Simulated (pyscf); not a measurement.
Optimised with ωB97X-D3(BJ)/def2-SVP in PySCF.

### Question
Estimate by transition-state theory the rate constant of H₃C–Cd–CH₃ (SMILES [CH3][Cd][CH3]) + H₂ (SMILES [H][H]) -> H₃C–CdH (SMILES [CH3][CdH]) + CH₄ (SMILES C) (singlet surface; C–Cd, H–H broken, Cd–H, C–H formed) at 1200 K, with ωB97M-D3(BJ)/def2-TZVP energies (ideal gas, 1 atm, RRHO with modes under 100 cm⁻¹ raised to 100, one conformer, R ln 2 for chiral ones without a mode under 150 cm⁻¹; no tunnelling).

### Answer
The electronic barrier is 46.6 kcal/mol and the thermal terms add +28.3, so ΔG‡ = 74.8 kcal/mol. With k_BT/h = 2.50e+13 s⁻¹ and RT = 2.385 kcal/mol, and a volume of 1.64e-19 cm³ per molecule at 1 atm, k = 9.7e-20 cm³ molecule⁻¹ s⁻¹. Wigner's tunnelling factor for 1737i cm⁻¹ would be 1.18. A shift of 1 kcal/mol in the barrier changes k by a factor 1.5. At the saddle there is also a short Cd–H contact that neither side keeps. This is the saddle that the search found; another between the same sides may lie lower. Elements past Kr carry the def2 core potentials, without spin-orbit coupling.
